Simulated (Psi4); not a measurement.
# r2SCAN/def2-SVPD run of C2H3B (SMILES [H]B([H])C#C)

Aim: the vertical electron affinity of C2H3B at r2SCAN/def2-SVPD, from 2 runs. The job is set up through a Python script.

The calculation is run with Psi4 1.11.

### Step 1. The system as given

C2H3B: 6 atoms, total charge 0, spin state singlet. As SMILES, `[H]B([H])C#C`. The shape is that of a GFN2-xTB optimisation.

Bond lengths: B1–C4 1.497 Å, C4–C5 1.207 Å, B1–H2 1.170 Å, B1–H3 1.170 Å, C5–H6 1.052 Å. Angles: B1–C4–C5 179.9°, H2–B1–C4 119.5°, H3–B1–C4 119.5°, C4–C5–H6 179.8°, H2–B1–H3 121.0°.

### Step 2. Energy and forces at r2SCAN/def2-SVPD

The input, calc.py:

```python
import psi4

psi4.set_memory('1600 MB')
psi4.set_num_threads(1)
psi4.set_output_file('run.log', False)

molecule = psi4.geometry("""
0 1
B      0.568000     0.981560     0.005360
H      1.733690     0.971960     0.100340
H     -0.021130     1.988210    -0.085920
C     -0.181700    -0.313780    -0.000530
C     -0.784880    -1.359230    -0.006870
H     -1.313990    -2.268710    -0.012390
units angstrom
symmetry c1
""")

psi4.set_options({
    'basis': 'def2-SVPD',
    'reference': 'rks',
    'puream': True,
    'e_convergence': 1e-09,
    'd_convergence': 1e-08,
    'scf_type': 'pk',
    'dft_radial_points': 99,
    'dft_spherical_points': 590,
})

E, wfn = psi4.gradient("R2SCAN", molecule=molecule, return_wfn=True)
psi4.oeprop(wfn, "WIBERG_LOWDIN_INDICES", "DIPOLE", "MAYER_INDICES")
print('gradient / Eh bohr^-1')
print(E.np.round(6))
print(f'energy = {wfn.energy():.10f} Eh')
for k, v in sorted(psi4.core.scalar_variables().items()):
    print(f'{k:45s} {v:18.10f}')
```

On the command line:

```console
$ python calc.py
```

run.log, cut to the lines that bear on the results:

```text
[...]
  Running in c1 symmetry.
[...]
  Nuclear repulsion =   47.010411207859988
[...]
  Multiplicity = 1
[...]
  Nalpha       = 10
  Nbeta        = 10
[...]
    Number of basis functions: 84
[...]
   @RKS iter   1:  -102.42453362939014   -4.75309e-01   6.65111e-03 DIIS/ADIIS
[...]
   @RKS iter  11:  -102.62576438714640   -5.40012e-13   2.26868e-09 DIIS
[...]
    Orbital Energies [Eh]
    ---------------------
    Doubly Occupied:
       1A    -10.074458     2A    -10.051758     3A     -6.658285
       4A     -0.724761     5A     -0.552500     6A     -0.490138
       7A     -0.371623     8A     -0.350413     9A     -0.295248
      10A     -0.262065
[...]
  @RKS Final Energy:  -102.62576438714640
   => Energetics <=
    Nuclear Repulsion Energy =             47.0104112078599883
    One-Electron Energy =                -229.2250450578397079
    Two-Electron Energy =                  95.4321861730862224
    DFT Exchange-Correlation Energy =     -15.8433167102528998
    Empirical Dispersion Energy =           0.0000000000000000
    VV10 Nonlocal Energy =                  0.0000000000000000
    Total Energy =                       -102.6257643871464040
[...]
  -Total Gradient:
     Atom            X                  Y                   Z
    ------   -----------------  -----------------  -----------------
       1        0.006042362242     0.010088761551     0.000078389559
       2       -0.017068249489    -0.001036899871    -0.001358655025
       3        0.007505358648    -0.015178446835     0.001245748363
       4       -0.014663048166    -0.025223540206    -0.000128147347
       5        0.009243253727     0.015831676293     0.000068884025
       6        0.008960160028     0.015553348508     0.000094193889
[...]
 Multipole Moments:
 ------------------------------------------------------------------------------------
     Multipole            Electronic (a.u.)      Nuclear  (a.u.)        Total (a.u.)
 ------------------------------------------------------------------------------------
 L = 1.  Multiply by 2.5417464519 to convert [e a0] to [Debye]
 Dipole X            :         -0.2676434            0.0735954           -0.1940480
 Dipole Y            :         -0.4646877            0.1311336           -0.3335541
 Dipole Z            :         -0.0001602           -0.0018526           -0.0020128
 Magnitude           :                                                    0.3858977
[...]
```

Standard output:

```text
gradient / Eh bohr^-1
[[ 6.0420e-03  1.0089e-02  7.8000e-05]
 [-1.7068e-02 -1.0370e-03 -1.3590e-03]
 [ 7.5050e-03 -1.5178e-02  1.2460e-03]
 [-1.4663e-02 -2.5224e-02 -1.2800e-04]
 [ 9.2430e-03  1.5832e-02  6.9000e-05]
 [ 8.9600e-03  1.5553e-02  9.4000e-05]]
energy = -102.6257643871 Eh
CURRENT ENERGY                                   -102.6257643871
CURRENT REFERENCE ENERGY                         -102.6257643871
DD SOLVATION ENERGY                                 0.0000000000
DFT FUNCTIONAL TOTAL ENERGY                      -102.6257643871
DFT TOTAL ENERGY                                 -102.6257643871
DFT VV10 ENERGY                                     0.0000000000
DFT XC ENERGY                                     -15.8433167103
GRID ELECTRONS ALPHA                                9.9999999666
GRID ELECTRONS BETA                                 9.9999999666
GRID ELECTRONS TOTAL                               19.9999999332
NUCLEAR REPULSION ENERGY                           47.0104112079
ONE-ELECTRON ENERGY                              -229.2250450578
PCM POLARIZATION ENERGY                             0.0000000000
PE ENERGY                                           0.0000000000
SCF ITERATION ENERGY                             -102.6257643871
SCF ITERATIONS                                     11.0000000000
SCF TOTAL ENERGY                                 -102.6257643871
TWO-ELECTRON ENERGY                                95.4321861731
XC GRID RADIAL POINTS                              99.0000000000
XC GRID SPHERICAL POINTS                          590.0000000000
XC GRID TOTAL POINTS                           338317.0000000000
```

It took 28 s on 1 thread of AMD EPYC 9R45 (Zen 5), shared host; peak memory 0.95 GiB.

### Step 3. The doublet anion, same level

The input, c2h3b.xyz:

```xyz
6
C2H3B
B      0.568000     0.981560     0.005360
H      1.733690     0.971960     0.100340
H     -0.021130     1.988210    -0.085920
C     -0.181700    -0.313780    -0.000530
C     -0.784880    -1.359230    -0.006870
H     -1.313990    -2.268710    -0.012390
```

The input, run.py:

```python
import psi4

psi4.set_memory('1600 MB')
psi4.set_num_threads(1)
psi4.core.set_output_file('c2h3b.out', False)

with open('c2h3b.xyz') as f:
    atoms = ''.join(f.readlines()[2:])
geom = psi4.geometry('-1 2\n' + atoms + 'symmetry c1')

options = {'basis': 'def2-SVPD', 'reference': 'uks', 'puream': True, 'e_convergence': 1e-09, 'd_convergence': 1e-08, 'scf_type': 'pk', 'dft_radial_points': 99, 'dft_spherical_points': 590, 'maxiter': 200}
psi4.set_options(options)

e_tot = psi4.gradient('r2scan')
print('gradient / Eh bohr^-1')
print(e_tot.np.round(6))
```

On the command line:

```console
$ python run.py
```

c2h3b.out, cut to the lines that bear on the results:

```text
[...]
  Running in c1 symmetry.
[...]
  Nuclear repulsion =   47.010411207859988
[...]
  Multiplicity = 2
[...]
  Nalpha       = 11
  Nbeta        = 10
[...]
    Number of basis functions: 84
[...]
   @UKS iter   1:  -102.25875944243452   -3.09534e-01   8.64704e-03 ADIIS/DIIS
[...]
   @UKS iter  15:  -102.64366722072862   -1.87583e-12   4.42403e-09 DIIS
[...]
   @S^2 Observed:                7.654997570E-01
[...]
  @UKS Final Energy:  -102.64366722072862
   => Energetics <=
    Nuclear Repulsion Energy =             47.0104112078599883
    One-Electron Energy =                -234.0970925599169732
    Two-Electron Energy =                 100.5333741915521983
    DFT Exchange-Correlation Energy =     -16.0903600602238264
    Empirical Dispersion Energy =           0.0000000000000000
    VV10 Nonlocal Energy =                  0.0000000000000000
    Total Energy =                       -102.6436672207286165
[...]
 Multipole Moments:
 ------------------------------------------------------------------------------------
     Multipole            Electronic (a.u.)      Nuclear  (a.u.)        Total (a.u.)
 ------------------------------------------------------------------------------------
 L = 1.  Multiply by 2.5417464519 to convert [e a0] to [Debye]
 Dipole X            :         -0.7525563            0.0735954           -0.6789609
 Dipole Y            :         -1.3032580            0.1311336           -1.1721244
 Dipole Z            :         -0.0048693           -0.0018526           -0.0067219
 Magnitude           :                                                    1.3545880
[...]
  -Total Gradient:
     Atom            X                  Y                   Z
    ------   -----------------  -----------------  -----------------
       1        0.009448075747     0.015961364170     0.000037134154
       2       -0.025803724893    -0.001806758825    -0.002022894403
       3        0.011194246603    -0.023146160977     0.001900398032
       4       -0.034447747597    -0.059478804940    -0.000280661800
       5        0.031650232718     0.054663730078     0.000298729167
       6        0.008007099006     0.013890119478     0.000067854557
[...]
```

On the terminal:

```text
gradient / Eh bohr^-1
[[ 9.4480e-03  1.5961e-02  3.7000e-05]
 [-2.5804e-02 -1.8070e-03 -2.0230e-03]
 [ 1.1194e-02 -2.3146e-02  1.9000e-03]
 [-3.4448e-02 -5.9479e-02 -2.8100e-04]
 [ 3.1650e-02  5.4664e-02  2.9900e-04]
 [ 8.0070e-03  1.3890e-02  6.8000e-05]]
```

Wall time 58 s (1 thread of AMD EPYC 9R45 (Zen 5), shared host); peak memory 0.95 GiB.

### Step 4. Outcome

At r2SCAN/def2-SVPD:

```
                                         quantity          value
                      singlet C2H3B: total energy  -102.62576 Eh
                     singlet C2H3B: dipole moment         0.98 D
                       singlet C2H3B: HOMO energy       -7.13 eV
                       singlet C2H3B: LUMO energy       -3.05 eV
                     singlet C2H3B: HOMO–LUMO gap        4.08 eV
          singlet C2H3B: largest force on an atom     1.500 eV/Å
                      doublet anion: total energy  -102.64367 Eh
doublet anion: HOMO energy (highest over α and β)        2.28 eV
 doublet anion: LUMO energy (lowest over α and β)        4.37 eV
                              doublet anion: ⟨S²⟩          0.765
          doublet anion: largest force on an atom     3.534 eV/Å
vertical electron affinity (to the doublet anion)       0.487 eV
```

In words: At fixed nuclei the extra electron is bound by 0.49 eV (47.0 kJ/mol). The largest force (singlet C2H3B) is 1.50 eV/Å: the shape isn't a stationary point for this species at this level. The HOMO (doublet anion) lies at positive energy, 2.28 eV, as semi-local functionals often give for anions; only total energies tell whether the electron is bound.
